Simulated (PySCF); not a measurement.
Gas-phase reaction: 2 H2SiNH → N2 + 2 Si + 3 H2

Computed with PySCF (xtb for GFN2) and rigid-rotor harmonic-oscillator thermochemistry at 1 bar. † marks an energy on the PBE0/def2-TZVP geometry and frequencies; other levels use their own. CCSD(T) freezes the core. 6-31G* has spherical d functions here. Open shells (unrestricted): Si (multiplicity 3); the rest are closed-shell singlets. GFN2 has no spin-polarisation term. Spin-orbit splitting is ignored; it lowers the true energy and changes the entropy of Si. B3LYP is the form with VWN-RPA correlation. H2SiNH: computed as isolated molecules; such fragments, hydroxides, amides, oligomers or adducts are transient or little studied in the gas. CCSD(T) isn't extrapolated to the basis-set limit. Warning, large T1 diagnostic: H2SiNH (CCSD(T)/def2-SVP†).

```
level               ΔH°(298 K), kJ
------------------  --------------
B3LYP/6-31G*                     ?
B3LYP/def2-TZVP†                 ?
CCSD(T)/def2-SVP†              454
GFN2-xTB                         ?
M06-2X/def2-TZVP†              572
PBE/def2-SVP                   591
PBE0/def2-QZVP†                601
PBE0/def2-TZVP                 589
r2SCAN/def2-TZVP†                ?
LDA/def2-TZVP†                 777
ωB97X-V/def2-TZVP†             598
```

Q: Complete the blanks.

A: 
- B3LYP/6-31G*, ΔH°(298 K), kJ: 506
- B3LYP/def2-TZVP†, ΔH°(298 K), kJ: 562
- GFN2-xTB, ΔH°(298 K), kJ: 1234
- r2SCAN/def2-TZVP†, ΔH°(298 K), kJ: 607
